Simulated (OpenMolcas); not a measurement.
## How methods differ on SiH (SMILES [SiH])

The species is SiH (2 atoms), meant as a doublet with charge 0. As SMILES, `[SiH]`. The coordinates come from a GFN2-xTB relaxation.

```xyz
2

Si    0.0000    0.0000    0.0000
H     0.0000    0.0000    1.5166
```

Quantity: the energy change with the Si1–H2 bond stretched from 1.517 to 2.654 Å, in eV. The values are calculated.

| level | kind | program | value (eV) | CPU time (all runs) |
| --- | --- | --- | --- | --- |
| CASPT2(3,3)/cc-pVDZ | multireference | OpenMolcas | 2.18 | 3.2 s |
| CASPT2(5,5)/cc-pVDZ | multireference | OpenMolcas | 2.18 | 6.5 s |
| CASSCF(3,3)/cc-pVDZ | multireference | OpenMolcas | 2.01 | 3.4 s |
| CASSCF(5,5)/cc-pVDZ | multireference | OpenMolcas | 2.02 | 6.2 s |
| MC-PDFT[tPBE](5,5)/cc-pVDZ | multireference | OpenMolcas | 2.17 | 6.8 s |
| MRCI(3,3)/cc-pVDZ | multireference | OpenMolcas | 2.17 | 3.4 s |
| MRCI(5,5)/cc-pVDZ | multireference | OpenMolcas | 2.17 | 6.8 s |
| SC-NEVPT2(3,3)/cc-pVDZ | multireference | OpenMolcas | 2.16 | 3.2 s |
| SC-NEVPT2(5,5)/cc-pVDZ | multireference | OpenMolcas | 2.09 | 5.9 s |
| CASPT2(3,3)/6-311G | multireference | OpenMolcas | 1.67 | 4.9 s |

The first shape isn't each level's own minimum. The values span 1.67 to 2.18 eV. Without the sets that lack polarisation functions the rows with a basis span only 2.01 to 2.18 eV. Times are those of the runs behind each value, whatever else they computed, on shared processors of several kinds: orders of magnitude only.
